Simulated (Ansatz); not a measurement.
A calculation with Ansatz (development build ahead of 0.2.0).

```yaml
crystal:
  periodic: [false, false, false]
  atoms:
    - { symbol: C, position_ang: [-0.00981, 0.00211, -0.66786] }
    - { symbol: C, position_ang: [-0.00076, -0.00143, 0.67797] }
    - { symbol: C, position_ang: [-0.00428, 1.23296, -1.52208] }
    - { symbol: C, position_ang: [0.00802, -1.22468, 1.53307] }
    - { symbol: H, position_ang: [-0.00934, -0.95801, -1.19559] }
    - { symbol: H, position_ang: [0.00567, 0.95396, 1.18988] }
    - { symbol: H, position_ang: [-0.00313, 2.15483, -0.92073] }
    - { symbol: H, position_ang: [0.87778, 1.24942, -2.1799] }
    - { symbol: H, position_ang: [-0.87722, 1.24476, -2.19257] }
    - { symbol: H, position_ang: [0.00744, -2.13974, 0.92234] }
    - { symbol: H, position_ang: [0.89225, -1.25134, 2.18415] }
    - { symbol: H, position_ang: [-0.88883, -1.25609, 2.19491] }
basis:
  gaussian: { orbitals: STO-3G }
hamiltonian:
  xc: hf
correlation:
  method: mp2
  frozen_orbitals: { C: 1, H: 0 }
```

The input is written out in the form of the current development build from the run's settings.

The run gave:

- Converged: yes
- Reference energy: -154.24199 hartree
- Correlation energy: -0.22604 hartree
- Total energy: -154.46803 hartree
- Spin squared of the determinant: 0.000
